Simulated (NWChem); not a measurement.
System: BF₃; SMILES FB(F)F

Excerpt of the output:

```
             Northwest Computational Chemistry Package (NWChem) 7.3.0
             --------------------------------------------------------

                             Geometry "geometry" -> ""
                             -------------------------

 Output coordinates in angstroms (scale by  1.889725989 to convert to a.u.)

  No.       Tag          Charge          X              Y              Z
 ---- ---------------- ---------- -------------- -------------- --------------
    1 B                    5.0000     0.00000000     0.00000000    -0.00231300
    2 F                    9.0000    -0.34921900    -1.27630900     0.00035100
    3 F                    9.0000    -0.93070600     0.94058700     0.00035100
    4 F                    9.0000     1.27992500     0.33572200     0.00035100

 Effective nuclear repulsion energy (a.u.)     110.0950864607

  pbe96 is a nonlocal functional; adding pw91lda local functional.
                              NWChem Property Module
                              ----------------------

  itol2e modified to match energy
  convergence criterion.

                                 NWChem DFT Module
                                 -----------------

 Summary of "ao basis" -> "ao basis" (spherical)
 ------------------------------------------------------------------------------
       Tag                 Description            Shells   Functions and Types
 ---------------- ------------------------------  ------  ---------------------
 B                          def2-svp                 6       14   3s2p1d
 F                          def2-svp                 6       14   3s2p1d

  itol2e modified to match energy
  convergence criterion.

            General Information
            -------------------
          SCF calculation type: DFT
          Wavefunction type:  closed shell.
          No. of atoms     :     4
          No. of electrons :    32
           Alpha electrons :    16
            Beta electrons :    16
          Charge           :     0
          Spin multiplicity:     1
          Use of symmetry is: off; symmetry adaption is: off
          Maximum number of iterations: 150
          AO basis - number of functions:    56
                     number of shells:    24
          Convergence on energy requested:  1.00D-07
          Convergence on density requested:  1.00D-05
          Convergence on gradient requested:  5.00D-04

              XC Information
              --------------
          PerdewBurkeErnzerhof Exchange Functional  1.000
            Perdew 1991 LDA Correlation Functional  1.000 local
           PerdewBurkeErnz. Correlation Functional  1.000 non-local

             Grid Information
             ----------------
          Grid used for XC integration:  fine
          Radial quadrature: Mura-Knowles
          Angular quadrature: Lebedev.
          Tag              B.-S. Rad. Rad. Pts. Rad. Cut. Ang. Pts.
          ---              ---------- --------- --------- ---------
          B                   0.85       70           6.0       590
          F                   0.50       70           6.0       590
          Grid pruning is: on
          Number of quadrature shells:   280
          Spatial weights used:  Erf1

      Superposition of Atomic Density Guess
      -------------------------------------

 Sum of atomic energies:        -322.38152877

      Non-variational initial energy
      ------------------------------

 Total energy =    -323.216354
 1-e energy   =    -668.002133
 2-e energy   =     234.690693
 HOMO         =      -0.628090
 LUMO         =       0.092513

   convergence    iter        energy       DeltaE   RMS-Dens  Diis-err
 ---------------- ----- ----------------- --------- --------- ---------
 d= 0,ls=0.0,diis     1   -323.8733806625 -4.34D+02  2.71D-02  9.90D-01
 d= 0,ls=0.0,diis     2   -323.7545875708  1.19D-01  1.48D-02  2.77D+00
 d= 0,ls=0.0,diis     3   -323.9871919073 -2.33D-01  1.74D-03  2.08D-02
 d= 0,ls=0.0,diis     4   -323.9885896550 -1.40D-03  5.30D-04  2.40D-03
 d= 0,ls=0.0,diis     5   -323.9887845054 -1.95D-04  1.98D-05  2.29D-06
 d= 0,ls=0.0,diis     6   -323.9887847362 -2.31D-07  9.38D-07  9.23D-09
 d= 0,ls=0.0,diis     7   -323.9887847369 -7.20D-10  1.04D-07  4.34D-11

         Total DFT energy =     -323.988784736945
      One electron energy =     -669.453508561426
           Coulomb energy =      270.550311613987
    Exchange-Corr. energy =      -35.180674250222
 Nuclear repulsion energy =      110.095086460716

 Numeric. integr. density =       32.000000135165

                       DFT Final Molecular Orbital Analysis
                       ------------------------------------

 Vector   14  Occ=2.000000D+00  E=-3.887469D-01
              MO Center=  3.2D-01,  5.6D-01, -4.0D-04, r^2= 1.7D+00
   Bfn.  Coefficient  Atom+Function         Bfn.  Coefficient  Atom+Function
  ----- ------------  ---------------      ----- ------------  ---------------
    48      0.510337  4 F  pz                34     -0.441045  3 F  pz
    51     -0.342953  4 F  pz                37      0.296388  3 F  pz
    20     -0.069293  2 F  pz                13      0.050128  1 B  d  1
    23      0.046566  2 F  pz

 Vector   15  Occ=2.000000D+00  E=-3.887466D-01
              MO Center= -3.2D-01, -5.6D-01, -4.0D-04, r^2= 1.7D+00
   Bfn.  Coefficient  Atom+Function         Bfn.  Coefficient  Atom+Function
  ----- ------------  ---------------      ----- ------------  ---------------
    20      0.549281  2 F  pz                23     -0.369124  2 F  pz
    34     -0.334649  3 F  pz                37      0.224888  3 F  pz
    48     -0.214630  4 F  pz                51      0.144234  4 F  pz
    11      0.050128  1 B  d -1

[...]

          -----------------------
          Electric field gradient
          -----------------------

 1 a.u. = 0.324123 10**(16) esu/cm**3  ( or statvolts/cm**2 ) = 0.97174 10**(22) v/m**2

 ------------------------------------------------------------
   Atom      X         Y         Z
 ------------------------------------------------------------
    1 B    0.00000   0.00000  -0.00437
 ------------------------------------------------------------

 Electric field gradient in molecular frame (a.u.)
         XX             YY             ZZ             XY             XZ             YZ
 ------------------------------------------------------------------------------------------
        0.114679       0.114679      -0.229359      -0.000000      -0.000000       0.000000

 Principal components (a.u.) and orientation
 of principal axis w.r.t. absolute frame                      Asymmetry parameter eta
 --------------------------------------------------------------------------------------
       -0.229359       0.114679       0.114679                       0.000000

        0.000000      -0.498500       0.866890
       -0.000000       0.866890       0.498500
        1.000000       0.000000      -0.000000

 ------------------------------------------------------------
   Atom      X         Y         Z
 ------------------------------------------------------------
    2 F   -0.65993  -2.41187   0.00066
 ------------------------------------------------------------

 Electric field gradient in molecular frame (a.u.)
         XX             YY             ZZ             XY             XZ             YZ
 ------------------------------------------------------------------------------------------
        0.929952      -1.154076       0.224124      -0.616369       0.001863       0.006808

 Principal components (a.u.) and orientation
 of principal axis w.r.t. absolute frame                      Asymmetry parameter eta
 --------------------------------------------------------------------------------------
       -1.322756       1.098600       0.224156                       0.661077

        0.263913       0.964546       0.001204
        0.964536      -0.263915       0.004401
       -0.004563       0.000000       0.999990

 ------------------------------------------------------------
   Atom      X         Y         Z
 ------------------------------------------------------------
    3 F   -1.75878   1.77745   0.00066
 ------------------------------------------------------------

 Electric field gradient in molecular frame (a.u.)
         XX             YY             ZZ             XY             XZ             YZ
 ------------------------------------------------------------------------------------------
       -0.099277      -0.124848       0.224125       1.210593       0.004964      -0.005017

 Principal components (a.u.) and orientation
 of principal axis w.r.t. absolute frame                      Asymmetry parameter eta
 --------------------------------------------------------------------------------------
       -1.322755       1.098599       0.224157                       0.661076

       -0.703356       0.710831       0.003209
        0.710823       0.703363      -0.003243
        0.004563      -0.000000       0.999990

 ------------------------------------------------------------
   Atom      X         Y         Z
 ------------------------------------------------------------
    4 F    2.41871   0.63442   0.00066
 ------------------------------------------------------------

 Electric field gradient in molecular frame (a.u.)
         XX             YY             ZZ             XY             XZ             YZ
 ------------------------------------------------------------------------------------------
       -1.166858       0.942734       0.224124      -0.594226      -0.006827      -0.001791

 Principal components (a.u.) and orientation
 of principal axis w.r.t. absolute frame                      Asymmetry parameter eta
 --------------------------------------------------------------------------------------
       -1.322755       1.098599       0.224156                       0.661077

        0.967269      -0.253716      -0.004413
        0.253713       0.967279      -0.001158
        0.004563      -0.000000       0.999990
```

Level: PBE/def2-SVP. Coordinates come from a PBE-D3(BJ)/def2-SVP optimisation. NWChem prints the field gradient with the sign opposite to the second derivative of the potential.

Question: Write an input that gives this output.

Answer: One answer among several that fit: the input that was run:
```
start job
memory heap 200 mb stack 900 mb global 1100 mb
geometry units angstroms noautosym nocenter noautoz
  B      0.000000     0.000000    -0.002313
  F     -0.349219    -1.276309     0.000351
  F     -0.930706     0.940587     0.000351
  F      1.279925     0.335722     0.000351
end
basis spherical
  * library def2-svp
end
dft
  xc xpbe96 cpbe96
  iterations 150
end
property
  efieldgrad
end
task dft property
```
